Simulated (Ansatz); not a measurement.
Conformers of `CCOCC#N`, each relaxed with PBE0-D4/def2-TZVP in Ansatz. CBS adds the triple-zeta coupled-cluster correction to the MP2 limit.

Not all of them had a frequency check.

Conformer A:

Cartesian coordinates in Å:
```
C 0.150 -1.269 1.047
C 0.776 0.065 0.704
O -0.173 1.092 0.450
C -0.918 0.933 -0.716
C -0.092 0.924 -1.932
N 0.563 0.903 -2.876
H -0.548 -1.166 1.880
H -0.378 -1.712 0.200
H 0.933 -1.973 1.340
H 1.454 -0.031 -0.154
H 1.360 0.439 1.546
H -1.521 0.015 -0.715
H -1.607 1.779 -0.774
```

Conformer B:

```xyz
13

C     0.722    1.362   -0.010
C     0.476    0.285   -1.044
O     0.416   -1.031   -0.517
C    -0.760   -1.350    0.156
C    -0.774   -0.945    1.569
N    -0.795   -0.648    2.679
H    -0.116    1.478    0.679
H     0.874    2.319   -0.515
H     1.615    1.136    0.575
H     1.300    0.254   -1.760
H    -0.445    0.491   -1.607
H    -1.643   -0.914   -0.333
H    -0.870   -2.438    0.128
```

Q: Which is lowest in electronic energy at CCSD(T)/CBS (frozen core, def2 sets), and by how much? (An estimate is asked.)

A: Computed: A; B lies 3.6 kJ/mol higher.

Q: Give the energies relative to A (kJ/mol) with ωB97X-V/def2-TZVPP, B2PLYP/def2-TZVPP, PBE/def2-TZVPP, CCSD(T)/def2-TZVPP, MP2/def2-QZVPP, HF/CBS(def2), CCSD/CBS(def2). (An estimate is asked.)

A: The calculation gave: 
```csv
level,B
ωB97X-V/def2-TZVPP,3.0
B2PLYP/def2-TZVPP,3.3
PBE/def2-TZVPP,3.2
CCSD(T)/def2-TZVPP,3.5
MP2/def2-QZVPP,3.7
HF/CBS(def2),3.0
CCSD/CBS(def2),3.5
```
